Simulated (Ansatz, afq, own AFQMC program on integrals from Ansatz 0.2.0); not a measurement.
## Where AFQMC and coupled cluster stand for AlHO, singlet

```xyz
3

Al    0.0000    0.0000    1.5580
O     0.0000    0.0000   -0.3040
H     0.0000    0.0000   -1.2540
```

Connectivity, by distances: Al–OH.

Basis cc-pVDZ. Only valence electrons are correlated. Ansatz 0.2.0 and our own AFQMC program on the same integrals; the CISD trial comes from CCSD amplitudes, and released means the phaseless constraint is let go. Free projection: walkers drawn from exp(T), propagated without any constraint. Its projection time is finite, and what remains of the start isn't in its error. Uncertainties: one standard error, sampling alone.

Determinant: RHF, the one that the program's search chose, which needn't be the lowest solution. The geometry is a point of a scan.

No full CI on the walks' own integrals is used here; CCSDT(Q) serves as the reference and is uncertain by about the last step of the cluster series.

Cautions: higher spins were not checked; raised T1 diagnostic (T1 0.023, weight of the determinant 0.88, largest double 0.11).

* T1 diagnostic: 0.0225
* weight of the determinant in the CISD state: 0.884
* size of the correlated space: 10 electrons in 31 orbitals

Reference: CCSDT(Q), correlation energy -7.171 eV. The released energy is read at 2.40 1/Eh (meV from the phaseless value at times in 1/Eh: 5 ± 17 at 0.24, -13 ± 13 at 0.51, -28 ± 12 at 0.99, -36 ± 16 at 1.62, -14 ± 19 at 2.40).

| level | E − E(reference) (kcal/mol) | share of correlation (%) |
| --- | --- | --- |
| HF | 165.38 | 0.00 |
| MP2 | 14.85 | 91.02 |
| CCSD | 4.86 | 97.06 |
| CCSD(T) | 0.90 | 99.46 |
| CCSDT | 0.58 | 99.65 |
| ph-AFQMC/CISD | 0.52 ± 0.38 | 99.69 |
| released AFQMC | 0.19 ± 0.44 | 99.89 |
| free AFQMC | 0.07 ± 0.35 | 99.96 |

Free projections are given only where their last times agree within the noise and don't stop above the reference; a slow remainder of the start can still hide under it. A walk keeps the symmetry of its determinant, which the program's search chose and which needn't be the lowest solution, so a lower state of the same spin and another symmetry isn't excluded. Released energies are given only where the last usable release times agree within the noise; a slower fall can still hide under it.
